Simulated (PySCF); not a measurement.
## Simulated absorption spectrum

Compound: C2HF2O (charge +1).
SMILES: `[O+]#CC(F)F`

The calculation used TDDFT PBE0/def2-SVPD, vertical, gas phase, core orbitals frozen in the response (PySCF). Geometry: PBE0-D3(BJ)/def2-SVP; no solvent, vibrations or thermal averaging.

Broadening: Gaussians 0.3 eV wide at half height, area fixed by f = 4.319×10⁻⁹ ∫ε dν̃. The width is an assumption, not a result. The curve ends short of the highest state used, and states not computed would add to its high-energy end.

E (eV), ε (L mol⁻¹ cm⁻¹) and a bar:
```
     6.47          0 
     6.59          6 
     6.70         51 
     6.82        300 ##
     6.94        872 #######
     7.06       1156 #########
     7.17        717 ######
     7.29        186 #
     7.41         20 
     7.53          1 
     7.64          0 
     7.76          1 
     7.88         13 
     8.00        115 #
     8.11        381 ###
     8.23        604 #####
     8.35        398 ###
     8.47        169 #
     8.58        457 ####
     8.70       1894 ###############
     8.82       3764 ##############################
     8.93       3422 ###########################
     9.05       1353 ###########
     9.17        224 ##
```

**Question.** Locate the maxima and give the states behind the curve.

**Answer.** 176 nm (7.04 eV), ε about 1200, made up of S2 (94%); 151 nm (8.23 eV), ε about 600, made up of S3 (90%) and S4 (10%); 140 nm (8.86 eV), ε about 3900, made up of S7 (42%) and S8 (53%) (ε in L mol⁻¹ cm⁻¹; maxima over ε = 5, shares over 10%). The states used: S1 6.92 eV (f 0.0012); S2 7.05 eV (f 0.012); S3 8.23 eV (f 0.0060); S4 8.25 eV (f 0.0007); S5 8.74 eV (f 0.0023); S6 8.74 eV (f 0.0012); S7 8.86 eV (f 0.018); S8 8.87 eV (f 0.023); S9 9.58 eV (f 0.0017); S10 9.77 eV (f 0.070).

**Question.** What would ε be at 8.86 eV, the highest of these maxima, with half the width (0.15 eV)?

**Answer.** About 7550 L mol⁻¹ cm⁻¹ against 3950, a factor of about 1.9; a lone state at its own centre would give exactly 2.

**Question.** Coming from long wavelengths, where does ε first pass 100 L mol⁻¹ cm⁻¹?

**Answer.** At about 184 nm (6.74 eV), 0.18 eV below S1.

**Question.** Does any computed singlet lie in the visible range?

**Answer.** No computed singlet lies in the visible range (380 to 750 nm); the lowest, at 179 nm, stands 3.66 eV above its violet end (3.26 eV).

All these states lie below the vertical ionisation energy of 20.88 eV (ΔSCF).
